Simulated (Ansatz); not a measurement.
# C2H6O, singlet: reading a ladder of total energies

Geometry: MP2(full)/6-31G*, from the G2/97 set.

```xyz
9

C     1.2220   -0.3818    0.0000
C     0.0538    0.5781    0.0000
O    -1.1363   -0.2090    0.0000
H    -1.8928    0.4002    0.0000
H     0.0964    1.2261    0.8869
H     0.0964    1.2261   -0.8869
H     2.1697    0.1634    0.0000
H     1.1824   -1.0186    0.8859
H     1.1824   -1.0186   -0.8859
```

Basis 6-31G* (Cartesian d functions); Ansatz 0.2.0. Correlated methods freeze the noble-gas cores, which leaves 20 electrons in 54 orbitals. Prefix R: restricted or restricted open-shell reference.

Full CI isn't at hand for all of this; RCCSDT(Q) serves as the reference, and is uncertain by about the last step of the cluster series.

Runs differ by some tens of microhartree through their thresholds, so steps under 0.03 kcal/mol mean nothing.

```tsv
level	total energy (hartree)
RHF	-154.074374
RMP2	-154.516959
RCCSD	-154.550621
RCCSD(T)	-154.561483
RCCSDT	-154.562144
RCCSDT(Q)	-154.563013
```

**Question.** What is the correlation energy at RCCSDT(Q), and what share of it do RMP2 and RCCSD(T) recover?

**Answer.** E(corr) = -154.563013 − (-154.074374) = -0.488639 hartree = -13.297 eV. RMP2: -0.442585 / -0.488639 = 90.58 %. RCCSD(T): -0.487109 / -0.488639 = 99.69 %.

**Question.** By how many kcal/mol does RCCSD(T) miss RCCSDT(Q) (1 hartree = 627.509 kcal/mol), and which steps make up the rest?

**Answer.** -154.561483 − (-154.563013) = 0.001530 hartree = 0.96 kcal/mol. Steps: RCCSDT − RCCSD(T) = -0.41, RCCSDT(Q) − RCCSDT = -0.55 kcal/mol. Differences between like states or geometries often cancel part of this.
